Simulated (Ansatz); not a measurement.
`ClBCl`. The species carries charge 0 and has multiplicity 1.

(1) List the harmonic frequencies (cm⁻¹, unscaled) at PBE0-D4/def2-TZVP in Ansatz. (An estimate is asked.)

(2) Is this a minimum?

(3) Give the ideal-gas thermochemistry at 298.15 K and 1 bar (rigid rotor, harmonic oscillator; point group C2v, symmetry number 2).

(4) And at 400, 500, 600, 800 and 1000 K?

## Answers

(1) Ansatz gave: 290, 746, 785, 913, 1097, 2701.

(2) Yes, all 6 modes are real.

(3) Zero-point energy 39.1 kJ/mol; H(298) − E = 50.8 kJ/mol; entropy 268.0 J/(mol·K), of which translation 163.9, rotation 95.1, vibration 9.0; G(298) − E = -29.1 kJ/mol.

(4) 
```tsv
T (K)	H − E (kJ/mol)	S (J/mol/K)	G − E (kJ/mol)
400	56.2	283.5	-57.2
500	62.1	296.7	-86.2
600	68.4	308.2	-116.5
800	81.9	327.6	-180.1
1000	96.3	343.6	-247.3
```
